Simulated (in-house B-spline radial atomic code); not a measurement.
**Solving the quasi-particle equation for 3p of Ar**

Configuration [Ne] 3s2 3p6, start LDA VWN5; correlation leaves out the 2 deepest shells. Computed with a B-spline radial code for spherical atoms: all electrons, non-relativistic, point nucleus, each spin shell either full or empty, empty states to l = 9 with an (l + 1/2)⁻⁴ tail; G0W0 by contour deformation at full frequency.

At the mean-field level ε = -10.404 eV the matrix elements are Σx = -23.827 eV, v_xc = -18.151 eV and Σc(ε) = -0.164 eV, and the slope of the correlation self-energy is dΣc/dω = -0.1245. The quasi-particle energy solves E = ε + Σx − v_xc + Σc(E).

(1) What does the linearised equation give?

(2) How does that compare with the full solution and with static screening?

## Answers

(1) Z = 1/(1 − dΣc/dω) = 1/1.1245 = 0.8893. The first-order shift is Σx − v_xc + Σc(ε) = -23.827 − (-18.151) + (-0.164) = -5.840 eV, so E ≈ ε + Z × shift = -10.404 + 0.8893 × (-5.840) = -15.598 eV.

(2) Solving the equation at full frequency dependence gives E = -15.477 eV, where Σc = 0.603 eV and the weight is 0.840; the linearised value is off by 120 meV. Leaving Z out would give -16.244 eV. Static COHSEX puts -2.831 eV in place of Σc and gives -18.911 eV, 3.43 eV deeper. The tabulated removal energy is 15.760 eV (NIST, measured); the run leaves out relativity, Breit and QED terms.
